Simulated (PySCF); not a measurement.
**What each rung costs, and what it gives**

Saddle point of SiH₅ClO, closed shell (SiH₃Cl ([SiH3][Cl]) + H₂O → SiH₄O ([OH][SiH3]) + HCl; bonds formed: Si1–O7, Cl2–H6; bonds broken: Si1–Cl2, H6–O7), PBE0-D4/def2-TZVP structure:

Si1  (-0.426, -0.249, -0.556)
Cl2  (1.996, -0.548, -0.479)
H3  (-0.556, -1.708, -0.720)
H4  (-0.177, 0.619, -1.724)
H5  (-1.816, 0.176, -0.150)
H6  (1.121, 0.283, 1.011)
O7  (0.117, 0.306, 1.131)
H8  (-0.258, 1.122, 1.487)
(Å)

Barriers are electronic and count from the start structure reached by relaxing down the imaginary mode.

PySCF 2.14 with density fitting (its default auxiliary sets; JK sets also for MP2 and CCSD(T)); basis: as named in each row; cores frozen in the correlated methods. B3LYP uses VWN-RPA correlation. Extrapolation: Hartree–Fock as exp(−7.88 √X), correlation as X^−2.97.

Times are rough, for one single point on 4 threads of a shared host (Arm Neoverse V2).

The estimate by CCSD(T) at an estimated basis limit (MP2 extrapolated from triple and quadruple zeta, plus CCSD(T) − MP2 in triple zeta) is 95.6 kJ/mol.

```tsv
method	basis	time (s)	barrier (kJ/mol)	method less estimate
HF	STO-3G	under 1	97.4	1.7
B3LYP-D4	6-31G	2	55.5	-40.1
PBE0-D4	def2-SVP	3	82.4	-13.3
PBE-D4	def2-SVP	3	72.9	-22.8
MP2	def2-QZVPP	3	93.4	-2.2
SPW92	def2-TZVPP	6	47.8	-47.8
CCSD(T)	def2-SVP	6	115.9	20.2
PBE0-D4	def2-TZVPP	7	85.8	-9.8
B3LYP-D4	def2-TZVPP	7	93.2	-2.4
PBE-D4	def2-TZVPP	8	79.5	-16.2
BHLYP-D4	def2-TZVPP	8	99.6	4.0
r2SCAN-D4	def2-TZVPP	18	83.8	-11.8
wB97M-V	def2-TZVPP	110	89.8	-5.9
CCSD(T)	def2-TZVPP	200	99.4	3.7
```

All methods are single points on the PBE0-D4 structures.

T1 diagnostic: at most 0.011.

The step is the kind of ligand exchange by which a precursor binds to a hydroxyl group, or is hydrolysed, in atomic layer deposition of oxides.

Labels in which every atom is bracketed show which atoms are joined, not bond orders.
